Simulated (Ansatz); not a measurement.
The input, for Ansatz 0.2.0:

```yaml
crystal:
  periodic: [false, false, false]
  atoms:
    - {symbol: Ga, position_ang: [0.013171, -0.156916, 2.265045]}
    - {symbol: C, position_ang: [0.060679, 0.048567, 0.264235]}
    - {symbol: O, position_ang: [0.011989, -0.323145, -0.954632]}
    - {symbol: H, position_ang: [-0.085839, 0.431494, -1.574647]}
basis:
  gaussian: {orbitals: 6-31G, point_charges: [{charge: 0.50, position_ang: [2.758, -0.104, 0.402]}]}
magnetization: {spin_polarized: false, initial_magnetization: 2}
correlation: {active_space: {window: {electrons: 2, orbitals: 200}}}
```

```sh
$ ansatz run in.yaml --threads 1 --pin off --events-out ev --progress --plain --max-ram 2393MiB
```

Q: What does the program do with this input?

A: Stopped by an error. The input was made wrong on purpose (impossible active window), so the run isn't a sound calculation of what was asked.
```
487 factors; integrals over basis functions are off by at most 2.5e-4 eV
mean field evaluation 1: about -55403.3297 eV, gradient 1.9e1 eV
mean field evaluation 2: about -55403.4045 eV, gradient 1.9e1 eV
mean field evaluation 4: about -55404.6685 eV, gradient 3.9e0 eV
mean field evaluation 8: about -55404.7540 eV, gradient 3.9e-1 eV
mean field evaluation 16: about -55404.7573 eV, gradient 2.8e-6 eV
mean field evaluation 32: about -55403.8924 eV, gradient 9.5e0 eV
mean field -55404.75726799 eV, -2036.0872749052 hartree, gradient 2.8e-6 eV, S^2 2.000000; 4 other end points of the search recorded, 0 dependent functions left out
reference -55404.75726799 eV, -2036.0872749052 hartree; 24, 22 occupied and 25, 27 virtual orbitals, 487 factors
Error: 2 electrons in 200 orbitals form no window around the highest filled level of the reference
```
